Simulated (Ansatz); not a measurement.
# H6OSi2: molecular dynamics

The plan is to follow the molecule's vibrations and see whether its bonds hold. The start is relaxed first. Runs: 500 steps of 1 fs at constant energy, with velocities drawn for 3000 K. SMILES of the start: O[SiH2][SiH3].

All numbers below are computed with Ansatz 0.2.0 (RKS PBE/6-31G).

## (1) Starting point

Bond lengths: Si1–Si2 2.220 Å, Si2–H3 1.460 Å, Si2–H4 1.460 Å, Si2–H5 1.460 Å, Si1–H6 1.460 Å, Si1–H7 1.459 Å, Si1–O8 1.679 Å, O8–H9 1.010 Å. Angles: Si1–Si2–H3 109.5°, Si1–Si2–H4 109.5°, Si1–Si2–H5 109.5°, H3–Si2–H4 109.4°, H3–Si2–H5 109.4°, H4–Si2–H5 109.4°, Si2–Si1–H6 109.5°, Si2–Si1–H7 109.5°, Si2–Si1–O8 109.5°, H6–Si1–H7 109.5°, H6–Si1–O8 109.5°, H7–Si1–O8 109.5°, Si1–O8–H9 109.5°.

Structure file:

```xyz
9

Si    0.0000    0.0000    0.0000
Si    0.0000    0.0000    2.2200
H    -1.3148   -0.4067    2.7074
H     1.0096   -0.9353    2.7074
H     0.3052    1.3420    2.7074
H     1.3768    0.0000   -0.4862
H    -0.6877    1.1914   -0.4862
O    -0.7913   -1.3709   -0.5594
H    -1.2459   -1.8365    0.2129
```

## (2) Relaxing the start

input.yaml

```yaml
crystal:
  periodic: [false, false, false]
  atoms:
    - { symbol: Si, position_ang: [0.0, 0.0, 0.0] }
    - { symbol: Si, position_ang: [0.0, 0.0, 2.22] }
    - { symbol: H, position_ang: [-1.3148, -0.4067, 2.7074] }
    - { symbol: H, position_ang: [1.0096, -0.9353, 2.7074] }
    - { symbol: H, position_ang: [0.3052, 1.342, 2.7074] }
    - { symbol: H, position_ang: [1.3768, 0.0, -0.4862] }
    - { symbol: H, position_ang: [-0.6877, 1.1914, -0.4862] }
    - { symbol: O, position_ang: [-0.7913, -1.3709, -0.5594] }
    - { symbol: H, position_ang: [-1.2459, -1.8365, 0.2129] }
basis:
  gaussian: { orbitals: "6-31G" }
hamiltonian:
  xc: pbe
relax:
  f_tol: 0.02
  max_steps: 40
```

Run with:

```bash
> ansatz run input.yaml --threads 1 --pin off --max-ram 2048MiB --backend cpu --events-out ev --progress --plain --runs-dir out
```

Log, shortened:

```text
Warning: RAYON_NUM_THREADS=1 ignored (pool sized by the plan → 1); use --threads N
[...]
Functional definition: PBE
[...]
591 factors; integrals over basis functions are off by at most 1.6e-4 eV
[...]
mean field -17886.00372775 eV, -657.2985134261 hartree, gradient 1.9e-5 eV, S^2 0.000000; 0 other end points of the search recorded, 0 dependent functions left out
[...]
reference -17886.00376550 eV, -657.2985148133 hartree; 21, 21 occupied and 26, 26 virtual orbitals, 591 factors
relax step   1: F+E_penalty+E_count = -17886.00372775 eV  Δ(F+E_penalty+E_count) = +0.000e0 eV  max|allowed force component| = 2.627e0 eV/Å  Δτ_max = 0.0000 Å  (23 SCF iters, accepted)
[...]
relax step   3: F+E_penalty+E_count = -17886.50240411 eV  Δ(F+E_penalty+E_count) = -6.481e-2 eV  max|allowed force component| = 2.248e-1 eV/Å  Δτ_max = 0.0727 Å  (25 SCF iters, accepted)
[...]
relax step   5: F+E_penalty+E_count = -17886.53332230 eV  Δ(F+E_penalty+E_count) = -7.654e-3 eV  max|allowed force component| = 3.140e-2 eV/Å  Δτ_max = 0.0960 Å  (24 SCF iters, accepted)
[...]
relax step   7: F+E_penalty+E_count = -17886.53459142 eV  Δ(F+E_penalty+E_count) = -1.269e-3 eV  max|allowed force component| = 1.606e-1 eV/Å  Δτ_max = 0.0442 Å  (25 SCF iters, accepted)
[...]
relax step   9: F+E_penalty+E_count = -17886.53571655 eV  Δ(F+E_penalty+E_count) = -1.817e-4 eV  max|allowed force component| = 5.349e-3 eV/Å  Δτ_max = 0.0186 Å  (20 SCF iters, accepted)
[...]
relax step  10: F+E_penalty+E_count = -17886.53577957 eV  Δ(F+E_penalty+E_count) = -6.302e-5 eV  max|allowed force component| = 1.455e-2 eV/Å  Δτ_max = 0.0374 Å  (24 SCF iters, accepted)
591 factors; integrals over basis functions are off by at most 1.7e-4 eV
mean field -17886.53577957 eV, -657.3180659697 hartree, gradient 2.0e-5 eV, S^2 0.000000; 1 other end points of the search recorded, 0 dependent functions left out
[...]
reference -17886.53581790 eV, -657.3180673785 hartree; 21, 21 occupied and 26, 26 virtual orbitals, 591 factors
Total energy: -17886.53581790 eV, -657.3180673785 hartree
Atom 0 at    -0.030714    -0.036689    -0.000280 Å, force     0.004704     0.001041    -0.005189 eV/Å
Atom 1 at     0.049600     0.054610     2.372114 Å, force    -0.007322     0.001465     0.010614 eV/Å
Atom 2 at    -1.328985    -0.156947     2.968961 Å, force     0.010255     0.002843     0.002245 eV/Å
Atom 3 at     0.977302    -0.996087     2.943606 Å, force    -0.003387     0.001160    -0.002246 eV/Å
Atom 4 at     0.543610     1.420726     2.810099 Å, force    -0.007285    -0.009776    -0.006322 eV/Å
Atom 5 at     1.352664     0.116706    -0.581903 Å, force     0.003889    -0.002275    -0.004464 eV/Å
Atom 6 at    -0.903508     1.109581    -0.498746 Å, force    -0.003246     0.001004     0.000953 eV/Å
Atom 7 at    -0.566061    -1.590743    -0.637061 Å, force    -0.012158    -0.003106     0.006640 eV/Å
Atom 8 at    -1.442009    -1.937157    -0.353489 Å, force     0.014548     0.007644    -0.002232 eV/Å
Dipole moment:    -0.244972     0.122411     0.199490 e Å
```

Wall time 21 s (1 thread of Arm Neoverse V1, shared host); peak memory 0.11 GiB.

Step by step:

```
step  energy from step 1 (eV)  largest force component (eV/Å)
   1                   0.0000                          2.6267
   2                  -0.4339                          1.1423
   3                  -0.4987                          0.2248
   4                  -0.5219                          0.1346
   5                  -0.5296                          0.0314
  6x                  -0.5219                          0.1814
   7                  -0.5309                          0.1606
   8                  -0.5318                          0.0222
   9                  -0.5320                          0.0053
  10                  -0.5321                          0.0145
```

Step 1 is the start. 1 step was tried and not accepted (6; marked x where the table lists them).

After: Bond lengths: Si1–Si2 2.376 Å, Si2–H3 1.517 Å, Si2–H4 1.514 Å, Si2–H5 1.517 Å, Si1–H6 1.508 Å, Si1–H7 1.525 Å, Si1–O8 1.763 Å, O8–H9 0.984 Å. Angles: Si1–Si2–H3 110.9°, Si1–Si2–H4 111.8°, Si1–Si2–H5 109.5°, H3–Si2–H4 108.2°, H3–Si2–H5 107.9°, H4–Si2–H5 108.4°, Si2–Si1–H6 110.5°, Si2–Si1–H7 108.5°, Si2–Si1–O8 113.9°, H6–Si1–H7 108.8°, H6–Si1–O8 103.2°, H7–Si1–O8 111.8°, Si1–O8–H9 118.5°.

## (3) The run

500 steps of 1 fs at constant energy, with velocities drawn for 3000 K, from the relaxed start.

input.yaml

```yaml
crystal:
  periodic: [false, false, false]
  atoms:
    - { symbol: Si, position_ang: [-0.030714, -0.036689, -0.00028] }
    - { symbol: Si, position_ang: [0.0496, 0.05461, 2.372114] }
    - { symbol: H, position_ang: [-1.328985, -0.156947, 2.968961] }
    - { symbol: H, position_ang: [0.977302, -0.996087, 2.943606] }
    - { symbol: H, position_ang: [0.54361, 1.420726, 2.810099] }
    - { symbol: H, position_ang: [1.352664, 0.116706, -0.581903] }
    - { symbol: H, position_ang: [-0.903508, 1.109581, -0.498746] }
    - { symbol: O, position_ang: [-0.566061, -1.590743, -0.637061] }
    - { symbol: H, position_ang: [-1.442009, -1.937157, -0.353489] }
basis:
  gaussian: { orbitals: "6-31G" }
hamiltonian:
  xc: pbe
md:
  timestep: 1.0
  n_steps: 500
  ensemble: nve
  temperature: 3000.0
  initial_velocities: maxwell_boltzmann
  seed: 998658
```

Run with:

```bash
> ansatz run input.yaml --threads 1 --pin off --max-ram 2048MiB --backend cpu --events-out ev --progress --plain --runs-dir out
```

Log, shortened:

```text
Warning: RAYON_NUM_THREADS=1 ignored (pool sized by the plan → 1); use --threads N
[...]
[... 1 set-up line as earlier in the session ...]
[...]
589 factors; integrals over basis functions are off by at most 1.7e-4 eV
[...]
mean field -17886.53575729 eV, -657.3180651509 hartree, gradient 3.2e-5 eV, S^2 0.000000; 0 other end points of the search recorded, 0 dependent functions left out
[...]
reference -17886.53579534 eV, -657.3180665495 hartree; 21, 21 occupied and 26, 26 virtual orbitals, 589 factors
md step     0: t =     0.00 fs  T =  3000.0 K  F+E_penalty+E_count = -17886.53575729 eV  E_kin = 2.714460 eV  conserved = -17883.82129731 eV  (23 SCF iters)
[...]
md step    20: t =    20.00 fs  T =  1786.4 K  F+E_penalty+E_count = -17885.41864657 eV  E_kin = 1.616386 eV  conserved = -17883.80226011 eV  (26 SCF iters)
[...]
md step    40: t =    40.00 fs  T =  1827.1 K  F+E_penalty+E_count = -17885.46389280 eV  E_kin = 1.653167 eV  conserved = -17883.81072545 eV  (25 SCF iters)
[...]
md step    60: t =    60.00 fs  T =  1769.4 K  F+E_penalty+E_count = -17885.39845508 eV  E_kin = 1.600967 eV  conserved = -17883.79748789 eV  (25 SCF iters)
[...]
md step    79: t =    79.00 fs  T =  1326.4 K  F+E_penalty+E_count = -17885.00229153 eV  E_kin = 1.200118 eV  conserved = -17883.80217373 eV  (25 SCF iters)
md step    80: t =    80.00 fs  T =  1584.2 K  F+E_penalty+E_count = -17885.23916923 eV  E_kin = 1.433392 eV  conserved = -17883.80577687 eV  (25 SCF iters)
```

## (4) The log goes on: dynamics from the start

The log, continued, shortened:

```text
md step    81: t =    81.00 fs  T =  1797.4 K  F+E_penalty+E_count = -17885.43461326 eV  E_kin = 1.626305 eV  conserved = -17883.80830861 eV  (25 SCF iters)
[...]
md step   107: t =   107.00 fs  T =  1906.3 K  F+E_penalty+E_count = -17885.53153888 eV  E_kin = 1.724862 eV  conserved = -17883.80667728 eV  (26 SCF iters)
[...]
md step   133: t =   133.00 fs  T =  1109.8 K  F+E_penalty+E_count = -17884.80530557 eV  E_kin = 1.004142 eV  conserved = -17883.80116382 eV  (28 SCF iters)
[...]
md step   159: t =   159.00 fs  T =  1493.4 K  F+E_penalty+E_count = -17885.15387790 eV  E_kin = 1.351292 eV  conserved = -17883.80258581 eV  (25 SCF iters)
[...]
md step   183: t =   183.00 fs  T =  1369.7 K  F+E_penalty+E_count = -17885.04645196 eV  E_kin = 1.239368 eV  conserved = -17883.80708385 eV  (25 SCF iters)
md step   184: t =   184.00 fs  T =  1481.1 K  F+E_penalty+E_count = -17885.14337052 eV  E_kin = 1.340141 eV  conserved = -17883.80322993 eV  (25 SCF iters)
```

## (5) The log goes on: dynamics from the start

Output, continued, shortened:

```text
md step   185: t =   185.00 fs  T =  1590.2 K  F+E_penalty+E_count = -17885.23797990 eV  E_kin = 1.438816 eV  conserved = -17883.79916404 eV  (26 SCF iters)
[...]
md step   206: t =   206.00 fs  T =  1678.3 K  F+E_penalty+E_count = -17885.32841724 eV  E_kin = 1.518515 eV  conserved = -17883.80990199 eV  (25 SCF iters)
[...]
md step   227: t =   227.00 fs  T =  1289.4 K  F+E_penalty+E_count = -17884.97219081 eV  E_kin = 1.166643 eV  conserved = -17883.80554810 eV  (27 SCF iters)
[...]
md step   248: t =   248.00 fs  T =  1843.2 K  F+E_penalty+E_count = -17885.46867171 eV  E_kin = 1.667739 eV  conserved = -17883.80093299 eV  (25 SCF iters)
[...]
md step   499: t =   499.00 fs  T =  1690.8 K  F+E_penalty+E_count = -17885.33340848 eV  E_kin = 1.529839 eV  conserved = -17883.80356970 eV  (27 SCF iters)
[...]
Total energy: -17885.44698998 eV, -657.2780536905 hartree
Atom 0 at    -0.099429     0.088521    -0.118384 Å, force    -2.823191    -1.947111     1.347793 eV/Å
Atom 1 at     0.213585    -0.050015     2.553197 Å, force    -0.527468    -0.327521    -2.383374 eV/Å
Atom 2 at    -0.495434    -1.163567     3.273084 Å, force    -0.007359    -0.274253    -0.145183 eV/Å
Atom 3 at     1.656255    -0.372475     2.306306 Å, force     0.438154     0.312610     0.803455 eV/Å
Atom 4 at    -0.405227     1.195576     3.085011 Å, force     0.447241     0.528081     0.281036 eV/Å
Atom 5 at     1.208434     0.243322    -0.785613 Å, force     0.521197     0.367503    -0.330086 eV/Å
Atom 6 at    -1.250540     1.187157    -0.401709 Å, force     1.133048    -0.752855    -0.040094 eV/Å
Atom 7 at    -0.770677    -1.580856    -0.752116 Å, force     1.105353     3.391155    -1.169421 eV/Å
Atom 8 at    -0.921177    -2.263667    -0.117120 Å, force    -0.286975    -1.297609     1.635874 eV/Å
Dipole moment:     0.184882     0.146079     0.458130 e Å
```

Run time: 15 min. Hardware: 1 thread of Arm Neoverse V1, shared host; peak memory 0.091 GiB.

## (6) The trajectory

One step in 26; energies are changes from step 0:

```
time (fs)  T (K)  potential energy change (meV/atom)  total energy change (meV/atom)
      0.0   3000                                 0.0                            0.00
     26.0   1130                               190.1                            2.11
     52.0    790                               224.8                            2.61
     78.0   1088                               194.7                            2.48
    104.0   2020                               100.7                            2.14
    130.0   1174                               186.2                            2.62
    156.0   1792                               122.8                            1.38
    182.0   1201                               182.7                            1.81
    208.0   1757                               127.3                            2.40
    234.0   1780                               124.4                            1.76
    260.0   1093                               194.2                            2.47
    286.0   1930                               109.6                            1.98
    312.0   1459                               157.1                            2.21
    338.0   2173                                85.4                            2.31
    364.0   1659                               136.8                            2.06
    390.0   1370                               165.7                            1.86
    416.0   1318                               171.9                            2.83
    442.0   1814                               120.7                            1.49
    468.0   1331                               170.0                            2.19
    494.0   1112                               192.3                            2.54
    500.0   1813                               121.0                            1.64
```

time (fs), T (K) and a bar:
```
      0.0       3000 ##############################
     22.0       1783 ############
     43.0       1538 ########
     65.0       2459 ######################
     87.0       1667 ##########
    109.0       1592 #########
    130.0       1174 ###
    152.0       2100 #################
    174.0       1502 ########
    196.0       1666 ##########
    217.0       1419 #######
    239.0       1352 ######
    261.0       1049 #
    283.0       1820 #############
    304.0        964 
    326.0       1378 ######
    348.0       1203 ####
    370.0       1492 ########
    391.0       1463 #######
    413.0       1084 ##
    435.0       2002 ###############
    457.0       1816 #############
    478.0       1754 ############
    500.0       1813 #############
```

Maxima of the velocity power spectrum (cm⁻¹, relative height; resolution about 130 cm⁻¹): 370 (83), 670 (16), 800 (100), 2020 (37).

## (7) Positions and forces

Extended XYZ, with forces in eV/Å:

```xyz
9
time_fs=62.0 T=2074 dE=0.8577
Si   -0.066   -0.034    0.035    2.764   -2.112   -1.430
Si    0.030    0.074    2.363    0.020   -0.863    1.400
H    -1.129    0.632    3.195    0.069   -0.116   -0.367
H     0.576   -1.179    3.183   -0.551    0.530   -0.840
H     1.174    0.969    2.559    0.635    0.827    0.171
H     1.648    0.206   -0.566   -2.244   -0.136    0.979
H    -0.907    0.916   -0.684   -0.581    0.670   -0.255
O    -0.591   -1.594   -0.675   -0.035   -0.249    0.174
H    -0.251   -2.531   -0.529   -0.077    1.449    0.169
9
time_fs=125.0 T=1440 dE=1.4315
Si   -0.053   -0.017   -0.283    2.434   -1.029    2.595
Si    0.050    0.064    2.659   -0.781   -1.478   -2.202
H    -1.345    0.487    3.133    0.429    0.218    0.017
H     0.228   -1.419    3.167    0.126    0.889   -0.213
H     1.210    0.947    2.849    0.473    0.506    0.633
H     1.317    0.380   -1.042   -1.080   -0.310    0.581
H    -1.094    0.927   -0.489   -1.363    1.142   -0.685
O    -0.560   -1.592   -0.642   -0.615   -2.280   -0.512
H    -0.596   -2.568   -0.366    0.377    2.343   -0.213
9
time_fs=188.0 T=2147 dE=0.7861
Si   -0.039   -0.016    0.019   -1.812    0.256    1.357
Si    0.016    0.001    2.314    0.983    0.300    1.575
H    -1.159    0.554    3.147    0.097   -0.533   -0.405
H     0.889   -1.067    3.142   -0.851    0.700   -0.801
H     0.897    1.246    2.315    0.226    0.125    0.308
H     1.216    0.373   -0.545    1.606    0.368   -0.589
H    -1.063    1.042   -0.437    0.170   -0.112    0.088
O    -0.554   -1.613   -0.496   -0.068    0.539   -2.281
H    -0.615   -1.338   -1.491   -0.350   -1.644    0.749
9
time_fs=250.0 T=2218 dE=0.7257
Si   -0.020   -0.038    0.003   -1.145    1.397   -0.139
Si    0.056    0.042    2.409    0.746   -1.677   -0.087
H    -1.071   -0.793    3.167    0.737    0.849   -0.390
H     1.506   -0.634    2.752   -1.358    0.654   -0.112
H     0.158    1.528    2.586   -0.135    0.181    0.467
H     1.425    0.507   -0.253   -0.498   -0.876   -0.395
H    -0.925    1.274   -0.543    0.781   -1.509    0.510
O    -0.633   -1.583   -0.723    1.338    1.314   -0.359
H    -1.287   -2.055   -0.185   -0.465   -0.333    0.506
9
time_fs=312.0 T=1459 dE=1.4143
Si   -0.019    0.001   -0.102   -0.169   -1.361   -0.578
Si    0.100    0.070    2.545    0.439   -1.213   -1.288
H    -0.874   -1.144    2.731    0.768    0.161    0.021
H     1.671   -0.232    2.740   -1.312    0.085    0.128
H    -0.460    0.953    3.631    0.148    0.589   -0.231
H     1.522   -0.355   -0.647   -1.261    1.117    0.555
H    -1.060    1.079   -0.830    1.412   -1.025    0.681
O    -0.755   -1.574   -0.744    0.523   -0.498    0.733
H    -0.316   -2.506   -0.602   -0.549    2.145   -0.021
9
time_fs=375.0 T=2049 dE=0.8721
Si   -0.018   -0.037    0.014    0.929    2.066   -0.228
Si    0.120    0.016    2.323    1.207   -2.002    1.126
H    -0.196   -1.496    2.578   -0.864    0.594    0.136
H     1.508   -0.368    3.000   -0.433    1.107   -0.499
H    -0.688    1.076    3.049    0.056   -0.246    0.023
H     1.366    0.623   -0.533   -0.944   -1.079   -0.012
H    -1.007    1.057   -0.297   -0.163    0.024   -0.185
O    -0.799   -1.466   -0.544   -0.078   -0.191   -0.263
H    -0.396   -2.217   -1.007    0.290   -0.273   -0.097
9
time_fs=438.0 T=2217 dE=0.7260
Si   -0.035    0.005    0.048    0.126   -0.811   -1.791
Si    0.147   -0.042    2.333    1.049    0.013    0.793
H    -0.462   -1.413    2.719    0.479    0.577    0.272
H     1.651    0.341    2.628   -0.583   -0.904   -0.056
H    -0.371    1.162    3.093   -0.658   -0.133   -0.189
H     1.238    0.488   -0.702   -0.086   -0.453    0.335
H    -0.991    0.981   -0.401   -1.017    1.373   -0.240
O    -0.798   -1.504   -0.559    0.426   -0.936   -1.472
H    -0.785   -1.865   -1.544    0.264    1.273    2.349
9
time_fs=500.0 T=1813 dE=1.0888
Si   -0.099    0.088   -0.118   -2.823   -1.947    1.348
Si    0.214   -0.050    2.553   -0.527   -0.328   -2.383
H    -0.495   -1.164    3.273   -0.007   -0.274   -0.145
H     1.656   -0.372    2.306    0.438    0.313    0.803
H    -0.405    1.196    3.085    0.447    0.528    0.281
H     1.208    0.243   -0.786    0.521    0.367   -0.330
H    -1.250    1.187   -0.402    1.133   -0.753   -0.040
O    -0.771   -1.581   -0.752    1.105    3.391   -1.169
H    -0.921   -2.264   -0.117   -0.287   -1.298    1.636
```

## (8) Outcome

| quantity | value |
| --- | --- |
| relaxation of the start | 8 moves, 0.532 eV lower |
| length | 500 steps of 1 fs |
| temperature, first and last step | 3000 and 1813 K |
| temperature, second half | mean 1568 K, from 578 to 2453 K |
| potential energy, second half | +146 meV/atom from the start |
| largest change of the total energy | 3.77 meV/atom |
| bonds formed or broken | 0 |

In words: The temperature starts at 3000 K and averages 1568 K in the second half, where it ranges from 578 to 2453 K. About half is expected from a start at a minimum: kinetic energy passes into potential energy until both shares match. The total energy strays from its start by at most 3.77 meV/atom, 2.5 % of the mean kinetic energy, fair for a step of 1 fs. The bonding pattern survives the run. A run of 500 fs with 9 atoms shows the motion but fixes no equilibrium value. The nuclei move classically, without zero-point motion, which matters most for hydrogen. In so small a basis the energies are only a sketch.
